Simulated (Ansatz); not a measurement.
Born–Oppenheimer molecular dynamics of CH₅Al (7 atoms, charge 0, multiplicity 1). It starts at the highest image of a converged band. Of that band: Neighbouring images differ by up to 1.6 eV, so the band resolves the path poorly. A vibrational analysis at the climbing image gives one clearly imaginary mode, 1199i cm⁻¹: a first-order saddle point.

All numbers below come from RKS r2SCAN-D4/def2-SVP (Ansatz 0.2.0).

```json
{"ensemble": "NVE (velocity Verlet)", "time step": "0.5 fs", "steps asked": "200", "starting velocities drawn for": "300 K", "seed": "10626"}
```

Frames 5 fs apart, positions in Å, forces in eV/Å.

Velocities at 40.0 fs (Å/ps):

```
Al -0.57 6.51 11.17
C 4.58 -8.07 -20.37
H -51.37 -68.35 -32.13
H -16.21 2.67 -0.26
H -9.42 -27.25 -18.07
H 23.03 9.78 2.06
H 14.61 5.05 -7.99
```

```xyz
7
Properties=species:S:1:pos:R:3:forces:R:3 time_fs=40.0 energy_less_start_eV=-0.910 T=1710
Al 0.060 1.094 1.625 -0.48 -0.19 -0.30
C 0.165 -0.637 -1.057 2.53 1.50 -0.13
H 1.141 0.276 -0.856 -3.02 -2.90 -0.37
H -1.421 0.609 0.885 0.39 0.29 0.45
H 0.410 -1.134 -2.016 0.31 0.26 0.06
H 0.152 -1.491 -0.309 -0.10 1.29 -0.29
H -0.801 -0.123 -1.236 0.36 -0.24 0.57
7
Properties=species:S:1:pos:R:3:forces:R:3 time_fs=45.0 energy_less_start_eV=-1.084 T=1965
Al 0.055 1.125 1.679 -0.54 -0.18 -0.27
C 0.190 -0.686 -1.165 -4.98 -4.46 -1.60
H 0.896 -0.077 -1.007 6.24 5.43 0.93
H -1.442 0.660 0.942 0.46 0.25 0.39
H 0.383 -1.240 -2.086 -0.03 -0.11 -0.13
H 0.231 -1.348 -0.323 -0.52 -0.87 0.65
H -0.733 -0.127 -1.225 -0.63 -0.07 0.02
7
Properties=species:S:1:pos:R:3:forces:R:3 time_fs=50.0 energy_less_start_eV=-0.585 T=1208
Al 0.045 1.156 1.732 0.53 0.13 0.19
C 0.178 -0.770 -1.283 2.91 2.93 2.49
H 1.276 0.128 -1.093 -3.39 -2.64 -0.86
H -1.377 0.763 1.079 -0.52 -0.12 -0.21
H 0.359 -1.368 -2.190 -0.15 0.11 0.31
H 0.214 -1.306 -0.283 0.08 -0.14 -1.26
H -0.753 -0.159 -1.212 0.53 -0.29 -0.67
7
Properties=species:S:1:pos:R:3:forces:R:3 time_fs=55.0 energy_less_start_eV=-1.415 T=2465
Al 0.040 1.187 1.786 0.53 0.11 0.19
C 0.220 -0.802 -1.363 -3.73 -2.90 -0.30
H 0.989 -0.183 -1.360 4.11 3.33 -0.02
H -1.414 0.847 1.179 -0.54 -0.11 -0.20
H 0.303 -1.476 -2.236 -0.28 0.14 0.35
H 0.204 -1.347 -0.432 0.22 -0.72 0.47
H -0.709 -0.234 -1.338 -0.32 0.16 -0.48
7
Properties=species:S:1:pos:R:3:forces:R:3 time_fs=60.0 energy_less_start_eV=-1.074 T=1961
Al 0.038 1.219 1.841 -0.52 -0.13 -0.25
C 0.220 -0.862 -1.436 2.42 1.95 -1.09
H 1.236 -0.067 -1.681 -3.02 -2.58 1.15
H -1.558 0.907 1.239 0.52 0.11 0.21
H 0.191 -1.584 -2.247 0.27 -0.25 -0.61
H 0.252 -1.502 -0.531 0.23 0.82 0.09
H -0.708 -0.284 -1.564 0.11 0.09 0.51
7
Properties=species:S:1:pos:R:3:forces:R:3 time_fs=65.0 energy_less_start_eV=-1.401 T=2459
Al 0.033 1.250 1.894 -0.59 -0.12 -0.25
C 0.235 -0.912 -1.531 1.58 0.20 -2.08
H 1.190 -0.218 -1.798 -2.11 -1.72 0.81
H -1.599 0.989 1.339 0.59 0.10 0.21
H 0.135 -1.709 -2.341 0.46 0.81 0.65
H 0.343 -1.502 -0.595 -0.17 0.79 -0.11
H -0.688 -0.318 -1.685 0.25 -0.06 0.77
7
Properties=species:S:1:pos:R:3:forces:R:3 time_fs=70.0 energy_less_start_eV=-1.624 T=2794
Al 0.023 1.280 1.945 0.44 0.04 0.11
C 0.241 -0.980 -1.649 1.26 1.46 0.93
H 1.164 -0.414 -1.874 -0.35 0.19 -0.15
H -1.521 1.091 1.482 -0.44 -0.05 -0.14
H 0.160 -1.741 -2.366 -0.30 -1.53 -1.09
H 0.404 -1.350 -0.645 -0.13 -0.59 0.48
H -0.631 -0.345 -1.645 -0.48 0.49 -0.15
7
Properties=species:S:1:pos:R:3:forces:R:3 time_fs=75.0 energy_less_start_eV=-0.678 T=1354
Al 0.016 1.310 1.997 0.66 0.04 0.16
C 0.237 -1.049 -1.749 3.21 1.85 0.05
H 1.385 -0.361 -2.057 -3.76 -2.05 0.73
H -1.533 1.185 1.598 -0.66 -0.06 -0.18
H 0.145 -1.938 -2.487 -0.12 1.46 1.36
H 0.430 -1.305 -0.659 -0.03 -0.52 -1.18
H -0.623 -0.318 -1.641 0.69 -0.72 -0.94
7
Properties=species:S:1:pos:R:3:forces:R:3 time_fs=80.0 energy_less_start_eV=-0.748 T=1474
Al 0.014 1.340 2.050 -0.51 -0.03 -0.13
C 0.280 -1.089 -1.843 -7.21 -3.69 4.00
H 1.002 -0.623 -2.157 8.74 5.23 -3.77
H -1.670 1.266 1.679 0.51 0.02 0.11
H 0.086 -1.940 -2.412 -0.59 -1.58 -1.26
H 0.458 -1.391 -0.838 0.27 -0.40 1.18
H -0.533 -0.398 -1.823 -1.20 0.45 -0.13
7
Properties=species:S:1:pos:R:3:forces:R:3 time_fs=85.0 energy_less_start_eV=-0.575 T=1194
Al 0.009 1.371 2.103 -0.66 -0.02 -0.14
C 0.279 -1.145 -1.908 1.59 0.44 -2.52
H 1.331 -0.496 -2.552 -3.26 -2.39 2.22
H -1.709 1.350 1.779 0.66 0.01 0.12
H -0.048 -2.100 -2.486 0.89 1.46 0.48
H 0.527 -1.532 -0.869 -0.17 1.06 -0.93
H -0.604 -0.443 -2.038 0.94 -0.56 0.77
7
Properties=species:S:1:pos:R:3:forces:R:3 time_fs=90.0 energy_less_start_eV=-1.437 T=2497
Al -0.002 1.401 2.154 0.36 -0.02 0.04
C 0.306 -1.192 -2.015 -2.76 -1.36 1.10
H 1.081 -0.811 -2.532 3.19 1.64 -1.90
H -1.614 1.436 1.904 -0.36 0.01 -0.06
H -0.031 -2.068 -2.528 -0.09 -1.16 -0.49
H 0.577 -1.478 -1.016 0.09 0.08 0.84
H -0.554 -0.550 -2.097 -0.43 0.81 0.47
7
Properties=species:S:1:pos:R:3:forces:R:3 time_fs=95.0 energy_less_start_eV=-1.150 T=2078
Al -0.009 1.431 2.205 0.75 -0.05 0.08
C 0.293 -1.258 -2.109 2.70 0.40 -1.72
H 1.319 -0.901 -2.799 -3.14 -0.53 2.07
H -1.594 1.526 2.017 -0.75 0.05 -0.09
H -0.012 -2.211 -2.626 0.00 0.66 0.82
H 0.636 -1.384 -1.056 -0.03 -0.40 -0.58
H -0.537 -0.521 -2.058 0.47 -0.13 -0.58
```

Of the whole run (100 fs, mean temperature of the second half 1951 K): The conserved energy stayed within 2.5 meV per atom of its start (net change -0.68 meV per atom), so the integration is sound. The system heated up, since it started high on the potential surface and ran downhill. A run of 0.1 ps of so small a system gives no equilibrium averages. The orbitals stay closed-shell, which can raise the energy where a bond breaks towards radicals; this wasn't checked here.

Time of the run: 6.3 min on 1 thread of Arm Neoverse V1 (shared host), peak memory 0.1 GiB.
